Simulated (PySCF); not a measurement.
hydrogen sulfide (H2S), SMILES S. Atoms are numbered in the order given.

```xyz
3

S      0.0000     0.0000     0.1033
H      0.0000    -0.9673    -0.8265
H      0.0000     0.9673    -0.8265
```
Charge 0, spin multiplicity 1.

Geometry optimised at PBE0-D3(BJ)/def2-TZVPD.

These are PySCF with PBE/pcJ-2 values and carry that method's errors.

Isotropic couplings with Fermi-contact, spin-dipole and both spin-orbit terms, one fixed conformer, no vibrational averaging. Isotopes: 1H.

Estimate the spin–spin coupling constants. (Estimate from the structure and the level; the computed values follow.)


```tsv
pair	bonds apart	J (Hz)
H2–H3	2	-11.2
```
